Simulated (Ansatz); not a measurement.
Predict a relaxed structure of the cluster Li₃H₃⁻ (the lowest doublet isomer of a short search), charge -1, doublet, at PBE-D4/def2-TZVPD (Ansatz).


| atom | x (Å) | y (Å) | z (Å) |
| --- | --- | --- | --- |
| Li1 | -0.619 | 1.099 | 1.244 |
| Li2 | 1.220 | -1.194 | 0.474 |
| Li3 | -0.349 | 0.037 | -0.944 |
| H4 | -0.386 | -0.619 | 0.921 |
| H5 | 1.101 | -0.952 | -1.280 |
| H6 | -0.967 | 1.628 | -0.415 |
Point group Cs (tolerance 0.1 Å). This is one stationary point.

The highest occupied level of the charge -1 doublet lies above zero (up to 1.14 eV). By energy differences its removal costs 0.42 eV (vertical, to the charge 0 singlet, at PBE-D4/def2-TZVPD); a positive level beside a positive removal energy at the same level points to self-interaction error. The structure comes from a short search, and lower isomers may exist.
